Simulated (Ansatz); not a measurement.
Cartesian coordinates in Å:
```
C 0.339 1.917 -1.015
C -0.046 0.491 -0.844
C -0.191 -0.133 0.315
F 0.007 0.531 1.474
C -0.568 -1.544 0.542
S 0.763 -2.547 1.278
H 0.480 2.411 -0.055
H 1.270 2.002 -1.585
H -0.426 2.464 -1.574
H -0.219 -0.107 -1.732
H -0.799 -2.020 -0.410
H -1.453 -1.609 1.179
H 0.844 -1.857 2.426
```

The species carries charge 0 and has multiplicity 1.

(1) List the ωB97M-V/def2-TZVPP orbital energies in eV (Ansatz). (Estimate.)

Results:

(1) Computed: Occupied: -2426.82, -677.88, -283.76, -282.67, -281.61, -281.43, -220.78, -163.91, -163.83, -163.67, -36.99, -25.87, -24.56, -22.43, -20.63, -19.03, -17.00, -16.26, -15.87, -15.07, -14.13, -14.05, -13.42, -13.11, -12.85, -11.96, -9.44, -9.12. Lowest empty: 2.14, 2.43, 2.99, 3.32, 3.70, 4.55, 4.80, 4.89.
